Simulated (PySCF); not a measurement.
## Why did this PySCF run fail?

```python
from pyscf import gto, dft, tdscf

mol = gto.M(
    atom='Mg 0 0 0; H 0 0 1.926',
    basis='cc-pvdz-dk',
    charge=0,
    spin=1,
    symmetry=True,
    verbose=4,
)
mf = dft.UKS(mol, xc='m06')
mf = mf.sfx2c1e()
mf.level_shift = -0.2
mf.kernel()
td = tdscf.TDDFT(mf)
td.nstates = 4
td.kernel()
td.analyze()
mf.dip_moment()
print('orbital energies (hartree):', [e[max(0, n-3):n+3].round(4) for e, n in zip(mf.mo_energy, mol.nelec)])
```

```bash
$ OMP_NUM_THREADS=1 python input.py
```

The log, shortened:

```
[earlier lines left out]
       7a ->   13a     -0.12392
       6b ->    8b      0.95707
Excited State   4:   A1      4.25390 eV    291.46 nm  f=0.0062
       6a ->    8a     -0.68214
       7a ->    8a     -0.58059
       7a ->    9a     -0.10635
       6b ->    9b      0.30248
       6b ->   10b      0.26645
       6b ->   12b      0.12028

** Transition electric dipole moments (AU) **
state          X           Y           Z        Dip. S.      Osc.
  1        -0.0000     -0.0000      0.4270      0.1823      0.0132
  2        -1.0518     -0.0000      0.0000      1.1063      0.0859
  3         0.0000      1.0518      0.0000      1.1063      0.0859
  4        -0.0000      0.0000     -0.2443      0.0597      0.0062

** Transition velocity dipole moments (imaginary part, AU) **
state          X           Y           Z        Dip. S.      Osc.
  1         0.0000     -0.0000      0.0188      0.0004      0.0022
  2        -0.1961      0.0000     -0.0000      0.0385      0.2202
  3        -0.0000      0.1961     -0.0000      0.0385      0.2202
  4        -0.0000     -0.0000     -0.0469      0.0022      0.0094

** Transition magnetic dipole moments (imaginary part, AU) **
state          X           Y           Z
  1         0.0000      0.0000     -0.0000
  2        -0.0000     -0.0260      0.0000
  3        -0.0260     -0.0000      0.0000
  4        -0.0000     -0.0000      0.0000
Dipole moment(X, Y, Z, Debye): -0.00000, -0.00000,  4.09864
orbital energies (hartree): [array([-1.9457, -0.3569, -0.3434, -0.1468, -0.114 , -0.073 ]), array([-1.946 , -1.9451, -0.401 , -0.2276, -0.2276, -0.1918])]
```

Question: Which setting is at fault, why, and what does a mended input give?

Answer: The level shift (hartree) (-0.2): a negative shift narrows the gap and lets the occupation swap. With this edit
```diff
- mf.level_shift = -0.2
```
the run finishes: E(SCF) = -200.906968 Eh, 9 cycles, ⟨S²⟩ = 0.753, μz(SCF) = -1.38 D, first excitations without spin–orbit coupling 2.53, 2.53, 3.29, 4.86 eV.

With symmetry on the solver can miss roots, and labels of degenerate states are those of a subgroup. The bond length is a typed value, not an optimised one. No search for the lowest solution was made.
